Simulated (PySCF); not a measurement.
thiophene cation (C4H4S), SMILES c1ccsc1 (connectivity only; charge and spin as stated), charge +1, multiplicity 2. Atoms are numbered in the order given.

```xyz
9

C      0.0000     0.6907    -1.3203
C      0.0000    -0.6907    -1.3203
C      0.0000    -1.2203     0.0038
S      0.0000     0.0000     1.2285
C      0.0000     1.2203     0.0038
H      0.0000     1.3252    -2.2085
H      0.0000    -1.3252    -2.2085
H      0.0000    -2.2789     0.2798
H      0.0000     2.2789     0.2798
```
Charge +1, spin multiplicity 2.

Geometry optimised at B3LYP-D3(BJ)/def2-SVP. The spin state was assumed, not searched.

Calculation: PBE0/pcH-1 run with PySCF.

Unrestricted Kohn–Sham, ⟨S²⟩ = 0.772. Hyperfine tensors hold the contact and dipolar terms, without spin-orbit corrections.

Problem. Estimate the hyperfine couplings. (Estimate from the structure and the level; the computed values follow.)

Solution. 
| nucleus | A(iso) (MHz) | A(iso) (G) | dipolar principal values (MHz) |
|---|---|---|---|
| 13C no. 1 | -10.3 | -3.7 | -5.9, -4.9, 10.8 |
| 13C no. 2 | -10.3 | -3.7 | -5.9, -4.9, 10.8 |
| 13C no. 3 | 50.7 | 18.1 | -44.2, -42.9, 87.2 |
| 33S no. 4 | -4.7 | -1.7 | -13.5, 5.9, 7.6 |
| 13C no. 5 | 50.7 | 18.1 | -44.2, -42.9, 87.2 |
| 1H no. 6 | -6.9 | -2.4 | -5.4, -3.3, 8.6 |
| 1H no. 7 | -6.9 | -2.4 | -5.4, -3.3, 8.6 |
| 1H no. 8 | -41.6 | -14.8 | -20.7, -2.9, 23.6 |
| 1H no. 9 | -41.6 | -14.8 | -20.7, -2.9, 23.6 |
